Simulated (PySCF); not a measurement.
# FNO2 (Nitryl fluoride): the cost of one run

The runs use PySCF 2.14.0, with density-fitted response routines of our own; the level of theory stands in each step. All values are computed, except where a source is named. Atoms count from 0, in the outputs and in this text.

## 1. The molecule as given

4 atoms, charge 0, multiplicity 1; geometry from: GFN2-xTB. The atoms were then displaced at random by about 0.01 Å, so the start is not that level's minimum.

Bonds of the start (Å): O0–N1 1.12, N1–O2 1.13, N1–F3 1.52.

## 2. Optimising the geometry at PBE0-D3(BJ)/def2-SVP

What the job is given:

```
{"job": {"xc": "PBE0", "basis": "def2-SVP", "d3": "d3bj", "grid": 1, "shake": 0.01, "kind": "geom"}, "charge": 0, "multiplicity": 1}
O     -0.345930     1.078920     0.700370
N      0.108890     0.093100     0.435280
O      1.033280    -0.517340     0.663600
F     -0.758240    -0.680060    -0.542700
```

Run with:

```sh
$ OMP_NUM_THREADS=1 python probes_run.py task.json out
```

This one command runs all jobs of the session in turn.

Q: Estimate the wall time and peak memory of this first job on 1 thread of Arm Neoverse V2, shared host.

About 5.6 s, with a peak of 0.27 GiB.
